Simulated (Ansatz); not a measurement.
## Worked example: the interaction energy

The pair of H₂O (SMILES O, atoms 1–3) and CH₄S (SMILES CS, atoms 4–9), both closed shells, in one local arrangement (a lower one may exist), relaxed at PBE0-D4/def2-TZVP:

O1  (-0.846, -0.299, -1.981)
H2  (-0.988, 0.230, -1.183)
H3  (-1.003, 0.302, -2.712)
C4  (0.956, -0.072, 0.871)
S5  (-0.617, 0.782, 1.132)
H6  (1.281, -0.575, 1.780)
H7  (1.680, 0.703, 0.620)
H8  (0.886, -0.770, 0.039)
H9  (-1.350, -0.301, 1.434)
(Å)

Both fragments are computed in the basis of the whole pair.

Computed with Ansatz 0.2.0 (basis: def2-TZVPPD and def2-QZVPPD); correlated methods freeze the cores.

Energies in eV:

| quantity | pair | first fragment | second fragment |
| --- | --- | --- | --- |
| Hartree–Fock, triple zeta (X = 3) | -13981.72370 | -2069.78968 | -11911.87071 |
| Hartree–Fock, quadruple zeta (X = 4) | -13982.15936 | -2069.87619 | -11912.22029 |
| MP2 correlation, X = 3 | -17.24710 | -7.18519 | -9.95305 |
| MP2 correlation, X = 4 | -18.48607 | -7.71992 | -10.64599 |
| CCSD(T) correlation, X = 3 | -18.96261 | -7.55140 | -11.31096 |

Question: Work out the interaction energy at the basis limit: extrapolate Hartree–Fock as E(X) = E∞ + A exp(−7.88 √X) and the MP2 correlation as E(X) = E∞ + B X^−2.97 (the exponents that Neese and Valeev fitted for def2-TZVPP and QZVPP, reused here for the diffuse sets), then add CCSD(T) − MP2 in triple zeta.

Answer: Each step is linear, so take the differences first (pair − first fragment − second fragment): Hartree–Fock -0.06331 (X = 3) and -0.06288 (X = 4); MP2 correlation -0.10886 and -0.12016; CCSD(T) correlation -0.10025.
Two points give E∞ = E(4) + w [E(4) − E(3)], with w = 1/(exp(7.88 (2 − √3)) − 1) = 0.1377 for Hartree–Fock and w = 1/((4/3)^2.97 − 1) = 0.7407 for the correlation.
Hartree–Fock: -0.06288 + 0.1377 × 0.00043 = -0.0628 eV.
MP2 correlation: -0.12016 + 0.7407 × (-0.01130) = -0.1285 eV.
CCSD(T) − MP2: -0.10025 − (-0.10886) = 0.0086 eV.
Sum: -0.0628 + (-0.1285) + 0.0086 = -0.1827 eV, or -4.21 kcal/mol. Plain CCSD(T) in triple zeta gives -0.1636 eV, so the larger basis shifts the result by -0.0191 eV.

T1 diagnostic: at most 0.011.

For scale, one of the runs: CCSD(T)/def2-TZVPPD, 230 basis functions, launched by `ansatz run in.yaml --threads 4 --pin off --events-out ev --progress --plain --max-ram 9574MiB`. Hardware: 4 CPU threads of an Intel Xeon Platinum 8488C, shared host. Wall time 31 s; peak host memory 4 GiB.
